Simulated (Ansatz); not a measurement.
Two isomers of C4H6O: A = `C=C(C)C=O`, B = `CC1=C(O)C1`.

Isolated molecules relaxed with PBE0-D4/def2-TZVP in Ansatz; ΔE leaves out vibrations. CBS: MP2 limit from def2 TZ/QZ plus the TZ coupled-cluster correction, frozen cores. Functionals use def2-TZVPP. B3LYP here is the variant with VWN-RPA as its local correlation; programs differ in this. Each species was taken in one conformer, which may not be the lowest.

(1) Which is lower in electronic energy at CCSD(T)/CBS, and by how much? (An estimate is asked.)

(2) Give E(B) − E(A) in kcal/mol with PBE-D4, CCSD(T)/def2-TZVPP, B2PLYP, r2SCAN-D4, B3LYP, MP2/def2-TZVPP, HF/def2-TZVPP. (Best estimate.)

Largest T1 diagnostic: 0.014.

Results:

(1) Computed: A, by 43.4 kcal/mol.

(2) The calculation gave: PBE-D4 39.2, CCSD(T)/def2-TZVPP 44.1, B2PLYP 44.2, r2SCAN-D4 41.8, B3LYP 44.0, MP2/def2-TZVPP 41.3, HF/def2-TZVPP 48.6. None reverses the order clearly.

In def2-TZVPP, CCSD(T) changes the Hartree–Fock value by −4.5 kcal/mol (the triples alone add +0.3 kcal/mol) and MP2 by −7.3 kcal/mol.
